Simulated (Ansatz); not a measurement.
Ansatz (a quantum-chemistry and plane-wave program) input (B3LYP-D3(BJ)/def2-TZVP):

Ansatz 0.2 input:
```yaml
crystal:
  periodic: [false, false, false]
  atoms:
    - {symbol: N, position_ang: [0.00456047, 0.00186225, 0.14178543]}
    - {symbol: H, position_ang: [-0.02755881, 0.79955398, -0.50646319]}
    - {symbol: H, position_ang: [-0.00436445, -0.81258975, -0.48603483]}
basis:
  gaussian:
    orbitals: def2-TZVP
hamiltonian:
  xc: b3lyp
  dispersion: d3bj
magnetization: {spin_polarized: true, initial_magnetization: 1}
phonons: {temperatures: {t_min: 298.15, t_max: 298.15, t_step: 100}}
```

Output:

```
Functional definition: B3LYP
integrals: 0.00 GiB planned
243 factors; their error is unknown
mean field: 0.08 GiB planned
mean field evaluation 1: about -1518.5066 eV, gradient 2.6e1 eV
mean field evaluation 2: about -1516.6250 eV, gradient 3.3e1 eV
mean field evaluation 4: about -1521.2416 eV, gradient 1.2e-1 eV
mean field evaluation 8: about -1521.2385 eV, gradient 1.7e-2 eV
mean field -1521.23845684 eV, -55.9044821564 hartree, gradient 1.1e-5 eV, S^2 0.753104; 0 other end points of the search recorded, 0 dependent functions left out
the calculation of the forces begins
reference -1521.23858501 eV, -55.9044868667 hartree; 5, 4 occupied and 38, 39 virtual orbitals, 243 factors
these checks for a lower state are left out or cut short: stability, starts, cluster_reference, orbital_swaps, neighbouring_geometries, increment
integrals: 0.00 GiB planned
243 factors; their error is unknown
mean field: 0.08 GiB planned
mean field evaluation 16: about -1521.2415 eV, gradient 2.0e-1 eV
mean field -1521.23836975 eV, -55.9044789558 hartree, gradient 1.6e-6 eV, S^2 0.753108; 0 other end points of the search recorded, 0 dependent functions left out
the calculation of the forces begins
reference -1521.23849791 eV, -55.9044836658 hartree; 5, 4 occupied and 38, 39 virtual orbitals, 243 factors
these checks for a lower state are left out or cut short: stability, starts, cluster_reference, orbital_swaps, neighbouring_geometries, increment
integrals: 0.00 GiB planned
243 factors; their error is unknown
mean field: 0.08 GiB planned
mean field -1521.23836956 eV, -55.9044789489 hartree, gradient 1.7e-6 eV, S^2 0.753099; 0 other end points of the search recorded, 0 dependent functions left out
the calculation of the forces begins
reference -1521.23849775 eV, -55.9044836597 hartree; 5, 4 occupied and 38, 39 virtual orbitals, 243 factors
these checks for a lower state are left out or cut short: stability, starts, cluster_reference, orbital_swaps, neighbouring_geometries, increment
integrals: 0.00 GiB planned
243 factors; their error is unknown
mean field: 0.08 GiB planned
mean field evaluation 32: about -1521.2415 eV, gradient 2.1e-1 eV
mean field -1521.23840449 eV, -55.9044802325 hartree, gradient 2.1e-6 eV, S^2 0.753100; 0 other end points of the search recorded, 0 dependent functions left out
the calculation of the forces begins
reference -1521.23853267 eV, -55.9044849432 hartree; 5, 4 occupied and 38, 39 virtual orbitals, 243 factors
these checks for a lower state are left out or cut short: stability, starts, cluster_reference, orbital_swaps, neighbouring_geometries, increment
integrals: 0.00 GiB planned
243 factors; their error is unknown
mean field: 0.08 GiB planned
mean field -1521.23840429 eV, -55.9044802253 hartree, gradient 2.1e-6 eV, S^2 0.753108; 0 other end points of the search recorded, 0 dependent functions left out
the calculation of the forces begins
reference -1521.23853246 eV, -55.9044849354 hartree; 5, 4 occupied and 38, 39 virtual orbitals, 243 factors
these checks for a lower state are left out or cut short: stability, starts, cluster_reference, orbital_swaps, neighbouring_geometries, increment
integrals: 0.00 GiB planned
243 factors; their error is unknown
mean field: 0.08 GiB planned
mean field -1521.23841445 eV, -55.9044805987 hartree, gradient 2.7e-6 eV, S^2 0.753100; 0 other end points of the search recorded, 0 dependent functions left out
the calculation of the forces begins
reference -1521.23854263 eV, -55.9044853091 hartree; 5, 4 occupied and 38, 39 virtual orbitals, 243 factors
these checks for a lower state are left out or cut short: stability, starts, cluster_reference, orbital_swaps, neighbouring_geometries, increment
integrals: 0.00 GiB planned
243 factors; their error is unknown
mean field: 0.08 GiB planned
mean field -1521.23841492 eV, -55.9044806159 hartree, gradient 2.6e-6 eV, S^2 0.753108; 0 other end points of the search recorded, 0 dependent functions left out
the calculation of the forces begins
reference -1521.23854310 eV, -55.9044853263 hartree; 5, 4 occupied and 38, 39 virtual orbitals, 243 factors
Total energy: -1521.25886523 eV, -55.9052321510 hartree
Atom 0 at     0.004560     0.001862     0.141785 Å, force    -0.000001    -0.000000    -0.000023 eV/Å
Atom 1 at    -0.027559     0.799554    -0.506463 Å, force     0.000000    -0.000001     0.000011 eV/Å
Atom 2 at    -0.004364    -0.812590    -0.486035 Å, force     0.000000     0.000002     0.000011 eV/Å
Dipole moment:    -0.012995    -0.005306    -0.404015 e Å
Vibrations: 1530.66 3337.72 3428.38 cm⁻¹, zero-point energy 0.514333 eV
```
